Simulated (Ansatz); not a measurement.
in.yaml

```yaml
crystal:
  periodic: [false, false, false]
  atoms:
    - {symbol: As, position_ang: [0.003394, 0.001215, -0.016664]}
    - {symbol: H, position_ang: [1.274632, 0.023352, 0.417052]}
    - {symbol: H, position_ang: [-0.816628, 1.215717, 0.400634]}
    - {symbol: H, position_ang: [-0.710276, -1.329398, 0.420956]}
basis:
  gaussian: {orbitals: 6-31G}
total_charge: 1
magnetization: {spin_polarized: false, initial_magnetization: 1}
correlation: {method: ccsdtq, electrons: outside_noble_gas}
```

```sh
$ ansatz run in.yaml --threads 1 --pin off --events-out ev --progress --plain --max-ram 2393MiB
```

(1) Roughly how long does this take on 1 thread of Arm Neoverse V2, shared host, and how much host memory?

```
593 factors; integrals over basis functions are off by at most 4.2e-8 eV
mean field evaluation 1: about -60823.3813 eV, gradient 8.3e0 eV
mean field evaluation 2: about -60823.3861 eV, gradient 8.3e0 eV
mean field evaluation 4: about -60823.6887 eV, gradient 1.0e0 eV
mean field evaluation 8: about -60823.6904 eV, gradient 5.8e-5 eV
mean field -60823.69038156 eV, -2235.2293937443 hartree, gradient 2.9e-6 eV, S^2 0.750000; 0 other end points of the search recorded, 0 dependent functions left out
mean field evaluation 16: about -60823.3863 eV, gradient 6.4e0 eV
14 core orbitals not correlated: weight in the atoms' cores, before any rotation towards them, 0.999 or more for the frozen orbitals, at most 0.001 for the correlated occupied ones
reference -60823.69038156 eV, -2235.2293937443 hartree; 4, 3 occupied and 17, 18 virtual orbitals, 593 factors
second order -1.42675757 eV of doubles, -0.01581041 eV of singles
cycle   1  -1.80214850 eV  change   -3.6e-1 eV  update   5.1e-2
cycle   2  -2.01383509 eV  change   -2.1e-1 eV  update   2.2e-2
cycle   3  -2.02088585 eV  change   -7.1e-3 eV  update   5.1e-3
cycle   4  -2.02450430 eV  change   -3.6e-3 eV  update   2.1e-3
cycle   5  -2.02447107 eV  change    3.3e-5 eV  update   8.8e-4
cycle   6  -2.02434489 eV  change    1.3e-4 eV  update   3.1e-4
cycle   7  -2.02448920 eV  change   -1.4e-4 eV  update   9.4e-5
cycle   8  -2.02444424 eV  change    4.5e-5 eV  update   3.0e-5
cycle   9  -2.02444642 eV  change   -2.2e-6 eV  update   1.2e-5
cycle  10  -2.02445250 eV  change   -6.1e-6 eV  update   4.7e-6
cycle  11  -2.02445354 eV  change   -1.0e-6 eV  update   1.8e-6
cycle  12  -2.02445200 eV  change    1.5e-6 eV  update   6.9e-7
cycle  13  -2.02445150 eV  change    5.0e-7 eV  update   2.5e-7
Total energy: -60825.71483306 eV, -2235.3037909648 hartree
```

For the same geometry and basis full CI lies 0.1 meV higher.

Results:

(1) 19 s wall and 0.19 GiB.
